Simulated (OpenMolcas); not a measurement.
# triplet BH at 6 levels

We compute a comparison of 6 runs (UHF/3-21G, UHF/def2-TZVPPD, UB3LYP/6-31G*, UBHLYP/def2-TZVPPD, UPBE/def2-TZVPPD, UPBE0/def2-TZVPPD) of triplet BH. 

The results are computed with OpenMolcas 26.06.

## (1) The system as given

BH has 2 atoms, charge 0, and is taken as a triplet. As SMILES of the parent species, `[BH]`. The bond length is the one measured for the parent species. That shape belongs to the parent species and isn't relaxed for this state.

Bond lengths: B1–H2 1.232 Å.

## (2) The energy at UHF/3-21G (run 1)

job.input

```
* BH Hartree-Fock
>>> EXPORT MOLCAS_PRINT=2

&GATEWAY
 BASLIB=$CurrDir
 COORD
 2
 bohr
 B      0.00000000     0.00000000     0.00000000
 H      0.00000000     0.00000000     2.32889848
 BASIS=3-21G
 GROUP=NoSym

&SEWARD

&SCF
 UHF
 SPIN=3
 THRESHOLDS=1e-10 1e-07 1e-07 1e-05
 PRORBITALS=1 1
```

The basis set 3-21G is read from a file made from the Basis Set Exchange's data (not shown).

The run is started by

```bash
$ export MOLCAS_MEM=1860
$ pymolcas job.input > job.log
```

Output:

```text
--- Start Module: gateway ---
[...]
--- Stop Module: gateway /rc=_RC_ALL_IS_WELL_ ---
--- Start Module: seward ---
[...]
      Basis functions           11
--- Stop Module: seward /rc=_RC_ALL_IS_WELL_ ---
--- Start Module: scf ---
[...]
       Convergence after  24 Iterations
[...]
::    Total SCF energy                                -24.9654733379
[...]
      Total spin, S                                     1.0001429173
[...]
      Total electronic charge=    6.000000
      Total            charge=   -0.000000
[...]
      Dipole Moment (debye):
      Origin of the operator (angstrom)=    0.0000    0.0000    0.1034
                   X= -2.5212E-17               Y=  4.5962E-16               Z=  2.0705E-02           Total=  2.0705E-02
      Quadrupole Moment (debye*angstrom):
[...]
--- Stop Module: scf /rc=_RC_ALL_IS_WELL_ ---
[...]
```

Run time: 1.9 s. Hardware: 1 thread of Arm Neoverse V1, shared host; peak memory 0.37 GiB.

## (3) The energy at UHF/def2-TZVPPD (run 2)

input.xyz

```xyz
2

B      0.000000     0.000000     0.000000
H      0.000000     0.000000     1.232400
```

job.inp

```
* BH Hartree-Fock

&GATEWAY
 BASLIB=$CurrDir
 COORD=input.xyz
 BASIS=def2-TZVPPD
 GROUP=NoSym

&SEWARD

&SCF
 UHF
 SPIN=3
 THRESHOLDS=1e-10 1e-07 1e-07 1e-05
 PRORBITALS=1 2
```

The basis set def2-TZVPPD is read from a file made from the Basis Set Exchange's data (not shown).

The run is started by

```bash
$ export MOLCAS_MEM=1860
$ pymolcas job.inp > job.log
```

Output:

```text
--- Start Module: gateway ---
[...]
--- Stop Module: gateway /rc=_RC_ALL_IS_WELL_ ---
--- Start Module: seward ---
[...]
      Basis functions           54
--- Stop Module: seward /rc=_RC_ALL_IS_WELL_ ---
--- Start Module: scf ---
[...]
       Convergence after  23 Iterations
[...]
::    Total SCF energy                                -25.1160081272
[...]
      Total spin, S                                     1.0009276928
[...]
      Total electronic charge=    6.000000
      Total            charge=   -0.000000
[...]
      Dipole Moment (debye):
      Origin of the operator (angstrom)=    0.0000    0.0000    0.1034
                   X= -9.1907E-15               Y= -2.3934E-15               Z=  1.2078E-01           Total=  1.2078E-01
      Quadrupole Moment (debye*angstrom):
[...]
--- Stop Module: scf /rc=_RC_ALL_IS_WELL_ ---
[...]
```

Run time: 2.6 s. Hardware: 1 thread of Arm Neoverse V1, shared host; peak memory 0.39 GiB.

Runs 3 to 5 aren't shown in full; the table further down has their settings and results.

## (4) The energy at UPBE0/def2-TZVPPD (run 6)

run.input

```
&GATEWAY
  BASLIB
  $CurrDir
  COORD
  2
  angstrom
  B        0.000000       0.000000       0.000000
  H        0.000000       0.000000       1.232400
  BASIS
  def2-TZVPPD
  GROUP
  NoSym

&SEWARD
  GRIDINPUT
  Grid=UltraFine
  End of Grid

&SCF
  UHF
  SPIN
  3
  KSDFT
  PBE0
  THRESHOLDS
  1e-10 1e-07 1e-07 1e-05
  PRORBITALS
  0
```

The basis set def2-TZVPPD is read from a file made from the Basis Set Exchange's data (not shown).

The run is started by

```bash
$ export MOLCAS_MEM=1860
$ pymolcas run.input > run.log
```

Output:

```text
--- Start Module: gateway ---
[...]
--- Stop Module: gateway /rc=_RC_ALL_IS_WELL_ ---
--- Start Module: seward ---
[...]
      Basis functions           54
--- Stop Module: seward /rc=_RC_ALL_IS_WELL_ ---
--- Start Module: scf ---
[...]
       Convergence after  22 Iterations
[...]
::    Total KS-DFT energy                             -25.2141791548
[...]
      Total spin, S                                     1.0004824606
[...]
      Total electronic charge=    6.000000
      Total            charge=   -0.000000
[...]
      Dipole Moment (debye):
      Origin of the operator (angstrom)=    0.0000    0.0000    0.1034
                   X= -6.7668E-15               Y=  1.1966E-14               Z=  1.9870E-01           Total=  1.9870E-01
      Quadrupole Moment (debye*angstrom):
[...]
--- Stop Module: scf /rc=_RC_ALL_IS_WELL_ ---
[...]
```

Run time: 14 s. Hardware: 1 thread of Arm Neoverse V1, shared host; peak memory 0.39 GiB.

## (5) All runs side by side

```csv
run,level,integration grid,energy (Eh),dipole moment (D),HOMO energy (eV),LUMO energy (eV),wall time
1,UHF/3-21G,–,-24.965473,0.02,-8.76,1.28,1.9 s
2,UHF/def2-TZVPPD,–,-25.116008,0.12,-8.83,0.75,2.6 s
3,UB3LYP/6-31G* (spherical functions),UltraFine,-25.245904,0.15,-4.83,-2.89,6.6 s
4,UBHLYP/def2-TZVPPD,UltraFine,-25.242246,0.18,-6.52,-2.27,14 s
5,UPBE/def2-TZVPPD,UltraFine,-25.204290,0.21,-4.32,-3.87,14 s
6,UPBE0/def2-TZVPPD,UltraFine,-25.214179,0.20,-5.53,-2.79,14 s
```

## (6) What came out

```
                                 quantity         value
                      run 6: total energy  -25.21418 Eh
                     run 6: dipole moment        0.20 D
run 6: HOMO energy (highest over α and β)      -5.53 eV
 run 6: LUMO energy (lowest over α and β)      -2.79 eV
                              run 6: ⟨S²⟩         2.001
```

In words: The dipole moment (its size) runs from 0.02 D (UHF/3-21G) to 0.21 D (UPBE/def2-TZVPPD). The two ends differ in method and basis. Totals of different functionals can't be ranked against each other. All runs together took 53 s, the longest 14 s.
